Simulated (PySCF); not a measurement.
CS at PBE0

Level: PBE0. C def2-TZVP, S def2-TZVP; no relativity (PySCF 2.14).

| Property | Result |
| --- | --- |
| state | ¹Σ⁺ (singlet), closed shell |
| bond length | 1.529 Å |
| harmonic wavenumber | 1333 cm⁻¹ |
| force constant | 9.14 mdyn/Å |
| rotational constant Be | 0.8261 cm⁻¹ |
| anharmonicity ωexe | 5.70 cm⁻¹ |
| vibration–rotation constant αe | 0.00541 cm⁻¹ |
| well depth De to C + S | 704 kJ/mol |
| dissociation energy D0 | 696 kJ/mol |
| HOMO–LUMO gap | 6.56 eV |
| bond order (Mayer) | 2.58 |
| dipole moment (positive dipole means C(−)S(+)) | 1.93 D |
